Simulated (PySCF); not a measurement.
**Atomic charges against the basis set**

Compound: 1,4-dioxane, C₄H₈O₂.
Geometry (PBE0-D3(BJ)/def2-SVP, Å), atoms numbered from 1 in this order:
```
atom  x, y, z in Å
C1     0.4860    1.2797    0.2027
C2     1.3484    0.0361    0.3086
O3     0.5743   -1.0727    0.6917
C4    -0.4860   -1.2797   -0.2070
C5    -1.3484   -0.0361   -0.3128
O6    -0.5743    1.0727   -0.6960
H7     0.0925    1.5355    1.2084
H8     1.0717    2.1345   -0.1678
H9     1.8338   -0.1542   -0.6712
H10    2.1372    0.1659    1.0650
H11   -1.0717   -2.1345    0.1636
H12   -0.0925   -1.5355   -1.2126
H13   -2.1372   -0.1659   -1.0693
H14   -1.8338    0.1542    0.6670
```

PBE0 throughout (PySCF), one geometry, spherical d and f functions. Isolated species at its PBE0-D3(BJ)/def2-SVP geometry (one conformer only). Atoms taken as equivalent share a column and are averaged.

Mulliken charges (e):

```tsv
basis	functions	C1/C2/C4/C5	O3/O6	H7 (×8)
STO-3G	38	-0.057	-0.215	+0.082
6-31G	70	-0.095	-0.508	+0.175
pcSseg-0	70	-0.143	-0.670	+0.239
6-31G*	100	-0.095	-0.473	+0.166
def2-SVP	124	+0.141	-0.411	+0.032
cc-pVDZ	124	+0.096	-0.323	+0.033
pcSseg-1	142	+0.033	-0.507	+0.111
6-311+G(2d,p)	210	-0.132	-0.271	+0.134
aug-cc-pVDZ	210	+0.813	-0.595	-0.258
def2-TZVP	234	-0.053	-0.281	+0.097
IGLO-III	290	-0.078	-0.293	+0.112
cc-pVTZ	292	-0.002	-0.276	+0.070
pcSseg-2	328	+0.176	-0.447	+0.024
```

IAO charges (e):

| basis | functions | C1/C2/C4/C5 | O3/O6 | H7 (×8) |
| --- | --- | --- | --- | --- |
| STO-3G | 38 | -0.153 | -0.217 | +0.131 |
| 6-31G | 70 | -0.103 | -0.376 | +0.146 |
| pcSseg-0 | 70 | -0.100 | -0.372 | +0.143 |
| 6-31G* | 100 | -0.069 | -0.389 | +0.132 |
| def2-SVP | 124 | -0.065 | -0.388 | +0.129 |
| cc-pVDZ | 124 | -0.068 | -0.387 | +0.131 |
| pcSseg-1 | 142 | -0.068 | -0.395 | +0.133 |
| 6-311+G(2d,p) | 210 | -0.071 | -0.404 | +0.137 |
| aug-cc-pVDZ | 210 | -0.070 | -0.403 | +0.136 |
| def2-TZVP | 234 | -0.069 | -0.403 | +0.135 |
| IGLO-III | 290 | -0.071 | -0.404 | +0.137 |
| cc-pVTZ | 292 | -0.070 | -0.399 | +0.135 |
| pcSseg-2 | 328 | -0.070 | -0.403 | +0.136 |

Hirshfeld charges (e):

| basis | functions | C1/C2/C4/C5 | O3/O6 | H7 (×8) |
| --- | --- | --- | --- | --- |
| STO-3G | 38 | +0.047 | -0.154 | +0.015 |
| 6-31G | 70 | +0.007 | -0.177 | +0.040 |
| pcSseg-0 | 70 | +0.003 | -0.156 | +0.038 |
| 6-31G* | 100 | +0.005 | -0.161 | +0.038 |
| def2-SVP | 124 | -0.006 | -0.144 | +0.039 |
| cc-pVDZ | 124 | -0.006 | -0.135 | +0.037 |
| pcSseg-1 | 142 | -0.007 | -0.152 | +0.041 |
| 6-311+G(2d,p) | 210 | -0.011 | -0.156 | +0.044 |
| aug-cc-pVDZ | 210 | -0.015 | -0.151 | +0.045 |
| def2-TZVP | 234 | -0.012 | -0.150 | +0.043 |
| IGLO-III | 290 | -0.015 | -0.151 | +0.045 |
| cc-pVTZ | 292 | -0.012 | -0.145 | +0.042 |
| pcSseg-2 | 328 | -0.015 | -0.151 | +0.045 |

Some averages cover members that differ in this geometry, most widely: H7 (×8), Mulliken in aug-cc-pVDZ -0.329 to -0.187; H7 (×8), Mulliken in IGLO-III +0.093 to +0.131; H7 (×8), IAO in 6-31G +0.128 to +0.164; H7 (×8), IAO in aug-cc-pVDZ +0.118 to +0.153 e.

Q: Which scheme is steadiest as the basis changes?

A: Largest range over the bases for any column: Hirshfeld 0.06 e, IAO 0.19 e, Mulliken 0.96 e. Hirshfeld charges move least and Mulliken charges most, counted in e. Without the minimal STO-3G basis the ranges are Hirshfeld 0.04, IAO 0.04, Mulliken 0.96 e.

Q: How much do the charges still move between the two largest bases, cc-pVTZ and pcSseg-2?

A: At most, over all atoms: Mulliken 0.178 e, IAO 0.004 e, Hirshfeld 0.006 e.

Q: What do the same runs give for the total energy and the frontier levels?

A: 
```tsv
basis	energy (Eh)	HOMO (eV)	LUMO (eV)
STO-3G	-303.3981	-3.51	8.09
6-31G	-307.2038	-6.69	2.77
pcSseg-0	-306.5780	-6.76	2.39
6-31G*	-307.3061	-6.65	2.98
def2-SVP	-307.0852	-6.81	2.11
cc-pVDZ	-307.3281	-6.69	2.17
pcSseg-1	-307.2768	-6.89	1.70
6-311+G(2d,p)	-307.4044	-6.96	0.47
aug-cc-pVDZ	-307.3537	-6.93	0.04
def2-TZVP	-307.4304	-6.92	1.59
IGLO-III	-307.4371	-6.94	1.00
cc-pVTZ	-307.4203	-6.87	1.51
pcSseg-2	-307.4314	-6.95	0.83
```
